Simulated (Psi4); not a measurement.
# HF/3-21G run of BNH3F (SMILES NBF)

Aim: the energy change on altering one bond length of BNH3F at HF/3-21G, from 2 runs. 

Program for the calculation: Psi4 1.11.

2 further runs of the same task are left out: 2 set aside as unsound or not needed.

## Step 1: The structure to begin with

BNH3F has 6 atoms, charge 0, and is taken as a singlet. SMILES: `NBF`. The shape is that of a PBE0-D4/def2-TZVP optimisation.

Bond lengths: N1–B2 1.389 Å, B2–F3 1.337 Å, N1–H4 1.004 Å, N1–H5 1.006 Å, B2–H6 1.196 Å. Angles: N1–B2–F3 119.2°, N1–B2–H6 121.8°, F3–B2–H6 119.0°, B2–N1–H4 122.4°, B2–N1–H5 122.9°, H4–N1–H5 114.6°.

## Step 2: Energy and gradient at HF/3-21G

Contents of job.inp:

```
memory 1600 MB

molecule mol {
  0 1
  N     -0.426400     0.101100    -0.582100
  B      0.415700    -0.151700     0.493800
  F      0.446700     0.710400     1.515900
  H     -0.487800    -0.513300    -1.373400
  H     -1.022000     0.910700    -0.632200
  H      1.115700    -1.121200     0.531800
  symmetry c1
}

set puream true
set e_convergence 1e-09
set d_convergence 1e-08
set scf_type pk

E, wfn = gradient('hf/3-21G', return_wfn=True)
oeprop(wfn, 'WIBERG_LOWDIN_INDICES', 'DIPOLE', 'LOWDIN_CHARGES')
```

Started as:

```sh
$ psi4 job.inp job.out -n 1
```

job.out, shortened:

```text
[...]
  Running in c1 symmetry.
[...]
  Nuclear repulsion =   65.180622369518190
[...]
  Multiplicity = 1
[...]
  Nalpha       = 12
  Nbeta        = 12
[...]
    Number of basis functions: 33
[...]
   @RHF iter   1:  -179.39610065169751   -8.36608e-01   1.10526e-02 DIIS/ADIIS
[...]
   @RHF iter  11:  -179.45242282704544   -3.69482e-13   2.53402e-09 DIIS
[...]
    Orbital Energies [Eh]
    ---------------------
    Doubly Occupied:
       1A    -26.142095     2A    -15.478798     3A     -7.610961
       4A     -1.570057     5A     -1.162985     6A     -0.749343
       7A     -0.701670     8A     -0.671111     9A     -0.632194
      10A     -0.611996    11A     -0.497640    12A     -0.437506
[...]
  @RHF Final Energy:  -179.45242282704544
   => Energetics <=
    Nuclear Repulsion Energy =             65.1806223695181899
    One-Electron Energy =                -376.7333757565504015
    Two-Electron Energy =                 132.1003305599867872
    Total Energy =                       -179.4524228270454387
[...]
  -Total Gradient:
     Atom            X                  Y                   Z
    ------   -----------------  -----------------  -----------------
       1        0.008954608143    -0.000813211499     0.013535801596
       2       -0.007656792804     0.018939188641     0.009000237033
       3       -0.001824853818    -0.014090256210    -0.018829435436
       4        0.000015574257    -0.003049835717    -0.003391130638
       5       -0.003064306157     0.003906420816    -0.000559908822
       6        0.003575770378    -0.004892306031     0.000244436265
[...]
 Multipole Moments:
 ------------------------------------------------------------------------------------
     Multipole            Electronic (a.u.)      Nuclear  (a.u.)        Total (a.u.)
 ------------------------------------------------------------------------------------
 L = 1.  Multiply by 2.5417464519 to convert [e a0] to [Debye]
 Dipole X            :          0.8489394           -1.3159375           -0.4669981
 Dipole Y            :          1.2882814           -1.4470758           -0.1587944
 Dipole Z            :          2.8246476           -3.7581444           -0.9334968
 Magnitude           :                                                    1.0558026
[...]
```

It took 2.2 s on 1 thread of Intel Xeon Platinum 8259CL at 2.50GHz (Skylake/Cascade Lake), shared host; peak memory 0.18 GiB.

## Step 3: The distorted shape: the energy at HF/3-21G

Contents of bfh3n.py:

```python
import psi4

psi4.set_memory(1600000000)
psi4.set_num_threads(1)
psi4.core.set_output_file('output.dat', False)

mol = psi4.geometry("""
0 1
N     -0.435699    -0.157510    -0.888707
B      0.406401    -0.410310     0.187193
F      0.446700     0.710400     1.515900
H     -0.497099    -0.771910    -1.680007
H     -1.031299     0.652090    -0.938807
H      1.106401    -1.379810     0.225193
symmetry c1
no_reorient
no_com
""")

psi4.set_options({
    'basis': '3-21G',
    'puream': True,
    'e_convergence': 1e-09,
    'd_convergence': 1e-08,
    'scf_type': 'pk',
})

e, wfn = psi4.energy("hf", molecule=mol, return_wfn=True)
psi4.oeprop(wfn, "MAYER_INDICES", "DIPOLE", "LOWDIN_CHARGES", title="HF")
print(f'hf energy: {e:.10f} Eh')
for k, v in sorted(psi4.core.scalar_variables().items()):
    print(f'{k:45s} {v:18.10f}')
```

Started as:

```sh
$ python bfh3n.py
```

output.dat, shortened:

```text
[...]
  Running in c1 symmetry.
[...]
  Nuclear repulsion =   58.609131332509868
[...]
  Multiplicity = 1
[...]
  Nalpha       = 12
  Nbeta        = 12
[...]
    Number of basis functions: 33
[...]
   @RHF iter   1:  -179.30623472424583   -1.12867e+00   1.28548e-02 ADIIS/DIIS
[...]
   @RHF iter  11:  -179.38694287853696   -2.16005e-12   6.54762e-09 DIIS
[...]
    Orbital Energies [Eh]
    ---------------------
    Doubly Occupied:
       1A    -26.059882     2A    -15.512693     3A     -7.654977
       4A     -1.427214     5A     -1.190379     6A     -0.740464
       7A     -0.711417     8A     -0.590868     9A     -0.531689
      10A     -0.525478    11A     -0.502059    12A     -0.463811
[...]
  @RHF Final Energy:  -179.38694287853696
   => Energetics <=
    Nuclear Repulsion Energy =             58.6091313325098682
    One-Electron Energy =                -364.1702869930012980
    Two-Electron Energy =                 126.1742127819544521
    Total Energy =                       -179.3869428785369564
[...]
 Multipole Moments:
 ------------------------------------------------------------------------------------
     Multipole            Electronic (a.u.)      Nuclear  (a.u.)        Total (a.u.)
 ------------------------------------------------------------------------------------
 L = 1.  Multiply by 2.5417464519 to convert [e a0] to [Debye]
 Dipole X            :         -5.4186700            4.8762776           -0.5423924
 Dipole Y            :         -3.8515110            3.2878400           -0.5636710
 Dipole Z            :        -12.7831095           11.2712620           -1.5118475
 Magnitude           :                                                    1.7022330
[...]
```

Standard output:

```text
hf energy: -179.3869428785 Eh
CURRENT ENERGY                                   -179.3869428785
CURRENT REFERENCE ENERGY                         -179.3869428785
DD SOLVATION ENERGY                                 0.0000000000
HF KINETIC ENERGY                                 178.3285662592
HF POTENTIAL ENERGY                              -357.7155091377
HF TOTAL ENERGY                                  -179.3869428785
HF VIRIAL RATIO                                     2.0059349808
NUCLEAR REPULSION ENERGY                           58.6091313325
ONE-ELECTRON ENERGY                              -364.1702869930
PCM POLARIZATION ENERGY                             0.0000000000
PE ENERGY                                           0.0000000000
SCF ITERATION ENERGY                             -179.3869428785
SCF ITERATIONS                                     11.0000000000
SCF TOTAL ENERGY                                 -179.3869428785
TWO-ELECTRON ENERGY                               126.1742127820
```

Wall time 2 s (1 thread of Intel Xeon Platinum 8259CL at 2.50GHz (Skylake/Cascade Lake), shared host); peak memory 0.18 GiB.

## Step 4: What came out

Level: HF/3-21G.

| quantity | value |
| --- | --- |
| first shape: total energy | -179.45242 Eh |
| first shape: dipole moment | 2.68 D |
| first shape: HOMO energy | -11.91 eV |
| first shape: LUMO energy | 5.61 eV |
| first shape: HOMO–LUMO gap | 17.52 eV |
| first shape: largest force on an atom | 1.213 eV/Å |
| distorted shape: total energy | -179.38694 Eh |
| distorted shape: dipole moment | 4.33 D |
| distorted shape: HOMO energy | -12.62 eV |
| distorted shape: LUMO energy | 4.38 eV |
| distorted shape: HOMO–LUMO gap | 17.00 eV |
| energy change with the B2–F3 bond stretched from 1.337 to 1.739 Å | 1.782 eV |

What this shows: With the B2–F3 bond stretched from 1.337 to 1.739 Å the energy rises by 1.78 eV (172 kJ/mol). The first shape isn't relaxed at this level, so the change isn't measured from a minimum. The largest force (first shape) is 1.21 eV/Å: the shape isn't a stationary point for this species at this level.
